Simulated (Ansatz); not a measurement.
in.yaml

```yaml
crystal:
  periodic: [false, false, false]
  atoms:
    - {symbol: O, position_ang: [-1.105095, 0.000385, 0.000000]}
    - {symbol: H, position_ang: [-1.354404, 0.926961, 0.000000]}
    - {symbol: H, position_ang: [-0.033095, 0.000385, 0.000000]}
    - {symbol: O, position_ang: [1.106905, 0.000385, 0.000000]}
    - {symbol: H, position_ang: [1.358764, -0.939565, 0.000000]}
basis:
  gaussian: {orbitals: def2-mTZVP}
magnetization: {spin_polarized: false, initial_magnetization: 1}
correlation: {active_space: {ras: {orbitals: [7, 1, 47], electrons: 15, max_holes: 2, max_particles: 2}, fixed_orbitals: true}}
```

```sh
$ ansatz run in.yaml --threads 1 --pin off --events-out ev --progress --plain --max-ram 2393MiB
```

Log:

```
531 factors; integrals over basis functions are off by at most 1.2e-3 eV
mean field evaluation 1: about -4117.9483 eV, gradient 2.9e1 eV
mean field evaluation 2: about -4117.9670 eV, gradient 2.9e1 eV
mean field evaluation 4: about -4119.5859 eV, gradient 2.4e0 eV
mean field evaluation 8: about -4119.6577 eV, gradient 1.5e0 eV
mean field evaluation 16: about -4119.7293 eV, gradient 5.4e-6 eV
mean field evaluation 32: about -4119.4181 eV, gradient 4.0e-6 eV
mean field evaluation 64: about -4119.7293 eV, gradient 1.6e-5 eV
mean field -4119.87160617 eV, -151.4024889775 hartree, gradient 2.0e-6 eV, S^2 0.750000; 6 other end points of the search recorded, 0 dependent functions left out
reference -4119.87160617 eV, -151.4024889775 hartree; 10, 9 occupied and 47, 48 virtual orbitals, 531 factors
state -4129.94501635 eV, -151.7726799736 hartree
Total energy: -4129.94501635 eV, -151.7726799736 hartree
```

Natural occupations: 1.9878 1.9850 1.9793 1.9744 1.9722 1.9718 1.9699 0.9969 0.0223 0.0202 0.0194 0.0160 0.0122 0.0093 0.0059 0.0056 0.0053 0.0051 0.0045 0.0044 0.0044 0.0040 0.0038 0.0037.

Ran on 1 thread of Arm Neoverse V1, shared host: 19 s wall, 0.19 GiB peak host memory.
